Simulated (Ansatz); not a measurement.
We consider CsCl-type TlCl, described by RPBE in Ansatz (PAW).

Run with plane-wave cutoff 520 eV, 10×10×10 k mesh, Fermi–Dirac smearing 0.01 eV, scalar-relativistic PAW data made under PBE.

A third-order Birch–Murnaghan fit to the energies gives V0 = 33.081 Å³/atom, B0 = 14.6 GPa, B′ = 5.1.

```csv
V (Å³/atom),P (GPa)
31.093,1.057
31.755,0.661
32.417,___
33.078,0.001
33.740,-0.273
34.401,-0.517
35.063,___
```

Estimate the withheld pressures from this fit; the answers are the runs' own values.


- 32.417, P (GPa): 0.311
- 35.063, P (GPa): -0.732

The formula P = (3/2) B0 (x^(7/3) − x^(5/3)) [1 + (3/4)(B′ − 4)(x^(2/3) − 1)] with x = V0/V meets the computed pressures within 0.01 GPa when these rounded values are put in.

Measured, for comparison: equilibrium volume per atom 28.35 Å³/atom (temperature not stated, no zero-point or thermal correction; as tabulated in Wikipedia's data pages). Computed (rounded) less measured: equilibrium volume per atom +16.7 %.

Note: the cell is over a tenth larger than the published one: the level's own overestimate first of all, though another phase or state, or a fault of the published cell, is possible.

Spin–orbit coupling is not included; it can shift volumes and moduli of such heavy elements.

Static lattice: no zero-point or thermal effects.

It cost about 50 core-seconds (a rough figure) of CPU time.

Ansatz is a first-principles code.
